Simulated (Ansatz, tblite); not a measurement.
Cost and result up the ladder for the cluster SiS₂ (3 atoms). Total charge 0; singlet. Geometry: B3LYP-D4/def2-TZVP.

Cartesian coordinates in Å:
```
Si 0.0000 0.0000 0.0000
S 0.4566 -1.8705 -0.0007
S -0.4566 1.8704 0.0007
```

Ansatz on 4 threads of Arm Neoverse V1 on a shared host; xTB runs through tblite on one thread. Times are rough, summed over both states, and most runs start from the orbitals of an earlier one. PBE-QIDH/def2-TZVP serves as the yardstick here, not as an exact answer. The other state is a quintet at its own geometry.

The xTB rows come from tblite. B3LYP takes the VWN-RPA correlation. Correlated methods freeze 15 core orbitals. In CCSD on the charge 0 quintet the largest single amplitude is 0.27, so its Hartree–Fock determinant may place the open shell otherwise than the density functionals do. The structure comes from a short search, and lower isomers may exist.

Run but left out: HF/STO-3G, HF/def2-TZVP, HF/def2-TZVPP, MP2/def2-TZVP, MP2/def2-TZVPP (quintet: a determinant that CCSD turns far, T1 0.063).

Correlated methods converge slowly with the basis.

xTB has no spin-polarisation term.

```json
{"level": "GFN1-xTB", "functions": "27", "wall time": "0.005 s", "quintet − singlet (eV)": "7.90", "difference from PBE-QIDH/def2-TZVP (eV)": "2.94", "remarks": "–"}
{"level": "GFN2-xTB", "functions": "27", "wall time": "0.006 s", "quintet − singlet (eV)": "5.51", "difference from PBE-QIDH/def2-TZVP (eV)": "0.56", "remarks": "–"}
{"level": "LDA (SPW92)/def2-TZVP", "functions": "111", "wall time": "0.9 s", "quintet − singlet (eV)": "4.67", "difference from PBE-QIDH/def2-TZVP (eV)": "-0.28", "remarks": "–"}
{"level": "PBE-D4/def2-TZVP (with forces)", "functions": "111", "wall time": "1.8 s", "quintet − singlet (eV)": "4.34", "difference from PBE-QIDH/def2-TZVP (eV)": "-0.62", "remarks": "–"}
{"level": "B3LYP-D4/def2-TZVP", "functions": "111", "wall time": "2.3 s", "quintet − singlet (eV)": "4.53", "difference from PBE-QIDH/def2-TZVP (eV)": "-0.43", "remarks": "–"}
{"level": "RPA@PBE/def2-TZVP", "functions": "111", "wall time": "2.5 s", "quintet − singlet (eV)": "4.38", "difference from PBE-QIDH/def2-TZVP (eV)": "-0.58", "remarks": "–"}
{"level": "PBE0-D4/def2-TZVP", "functions": "111", "wall time": "4.5 s", "quintet − singlet (eV)": "4.50", "difference from PBE-QIDH/def2-TZVP (eV)": "-0.46", "remarks": "–"}
{"level": "r2SCAN-D4/def2-TZVP", "functions": "111", "wall time": "4.7 s", "quintet − singlet (eV)": "4.36", "difference from PBE-QIDH/def2-TZVP (eV)": "-0.60", "remarks": "–"}
{"level": "r2SCANh-D4/def2-TZVP", "functions": "111", "wall time": "5.1 s", "quintet − singlet (eV)": "4.39", "difference from PBE-QIDH/def2-TZVP (eV)": "-0.57", "remarks": "–"}
{"level": "PBE-QIDH/def2-TZVP", "functions": "111", "wall time": "6.4 s", "quintet − singlet (eV)": "4.96", "difference from PBE-QIDH/def2-TZVP (eV)": "0.00", "remarks": "–"}
{"level": "CCSD(T)/def2-TZVPP", "functions": "126", "wall time": "8.2 s", "quintet − singlet (eV)": "4.85", "difference from PBE-QIDH/def2-TZVP (eV)": "-0.11", "remarks": "large T1 (0.063) (quintet)"}
```
